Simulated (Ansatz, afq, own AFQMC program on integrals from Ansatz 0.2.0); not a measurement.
# AFQMC, coupled cluster and functionals along a coordinate of NH$_{3}$ + BH₂, doublet

```xyz
7

N    -1.1105   -0.0191   -0.0297
H    -1.4077    0.9487   -0.0297
H    -1.4077   -0.4214    0.8505
H    -0.0980   -0.0191   -0.0297
B     1.3615   -0.0191   -0.0297
H     1.8706   -0.0191    1.0473
H     1.8706   -0.0191   -1.1067
```

A hydrogen atom is moved from one rigid fragment to the other; the N1–H4 distance tells how far. The two fragments are held close together, so this isn't a minimum-energy path and the start is a compressed complex. Energies in kJ/mol count from this geometry (1.012 Å) at the same level; the start stands on UHF, each point on the determinant named.

Basis cc-pVDZ. Only valence electrons are correlated. AFQMC by an in-house program on the Cholesky factors that Ansatz 0.2.0 writes for its CCSD(T) run. ph-AFQMC/CISD is guided by a CISD state made of CCSD amplitudes; releasing the constraint for a short imaginary time cuts its bias at the price of noise, slowly where states lie close. Error bars are statistical, one sigma.

| r(N1–H4) / Å | det. | T1 | weight | ⟨S²⟩ | CCSD(T) | ph-AFQMC/CISD | released AFQMC | CCSDT(Q) | wB97M-V | MP2 |
| --- | --- | --- | --- | --- | --- | --- | --- | --- | --- | --- |
| 1.095 | UHF | 0.015 | 0.89 | 0.77 | 0.2 | 0.6 ± 0.5 | -0.1 ± 0.7 | 0.0 | -0.7 | 2.9 |
| 1.137 | UHF | 0.015 | 0.88 | 0.77 | 4.2 | 3.9 ± 0.5 | 3.5 ± 0.8 | 3.9 | 3.0 | 8.7 |
| 1.178 | UHF | 0.015 | 0.88 | 0.77 | 9.0 | 9.2 ± 0.4 | 8.3 ± 0.7 | 8.7 | 7.7 | 15.6 |
| 1.219 | UHF | 0.015 | 0.88 | 0.77 | 14.3 | 14.0 ± 0.4 | – | 13.9 | 13.1 | 22.9 |
| 1.302 | UHF | 0.016 | 0.88 | 0.77 | 27.1 | 26.8 ± 0.5 | – | 26.8 | 26.7 | 39.1 |

Weight is that of the determinant in the CISD state; at the start T1 is 0.014 and the weight 0.89, and ⟨S²⟩ is 0.76. Symmetry can't show for every point that it stays on the start's state. A dash marks a missing value, a released energy that hasn't settled or a functional that sits on another state. Largest departures from CCSDT(Q), at the points where its series has closed: CCSD(T) 0.3 kJ/mol at 1.219 (on UHF), ph-AFQMC/CISD 0.6 kJ/mol at 1.095 (on UHF) (within the noise), released AFQMC -0.4 kJ/mol at 1.137 (on UHF) (within the noise), MP2 12.2 kJ/mol at 1.302 (on UHF). The functionals aren't scored here. In this small basis the wave-function levels are far from their limit, so their gap to the functionals isn't the functionals' error.

Some points may be missing: those where a free walk finds a much lower state, and past Zn most of those on another determinant than at the start.

CCSDT and higher add their correlation energy to the determinant of the CCSD(T) run, since their own runs factorise the integrals more tightly (a shift of under 2 meV). Released energies are given only where the last usable release times agree within the noise; a slower fall can still hide under it.
